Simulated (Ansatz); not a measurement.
C3H5NO, SMILES `COCC#N`. The species carries charge 0 and has multiplicity 1.

Cartesian coordinates in Å:
```
C 1.1685 -0.1278 -0.9721
O -0.2113 -0.1571 -0.7032
C -0.4783 0.1010 0.6417
C -1.9185 0.0633 0.8717
N -3.0458 0.0417 1.0885
H 1.7064 -0.8882 -0.3906
H 1.5994 0.8572 -0.7490
H 1.2905 -0.3383 -2.0333
H -0.0042 -0.6433 1.2997
H -0.1067 1.0913 0.9465
```

Give the diagnostics of a CCSD(T)/def2-TZVPP run (frozen core, the Gaussian-basis code of Ansatz). (Estimate.)

Ansatz gave: T1 = 0.0120, largest single amplitude 0.016, largest double 0.042, (T) share of the correlation energy 4.2 %, 9 CCSD cycles. The RHF solution is stable towards an unrestricted one. T1 lies under the customary mark of 0.02 for closed shells.
